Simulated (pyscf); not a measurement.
Single points on ωB97X-D3(BJ)/def2-SVP structures (PySCF, gas phase).

Question: How much does it cost (ΔH, 298 K, ωB97M-D3(BJ)/def2-TZVP) to split H₃C–Al(OH)–O–Al(OH)–O–SiH₃ at its O–Si bond into H₃C–Al(OH)–O–Al(O•)–OH + SiH₃•?

Answer: O–Si to H₃C–Al(OH)–O–Al(O•)–OH + SiH₃•: 131.6 kcal/mol. The 7 functionals that were run give +125.2 (PBE) to +132.4 kcal/mol (ωB97X-D3(BJ)/def2-TZVP). The radicals are drawn with the spin at the cut bond; how far it spreads was not checked. Other isomers of H₃C–Al(OH)–O–Al(O•)–OH were not searched in full and may lie lower.
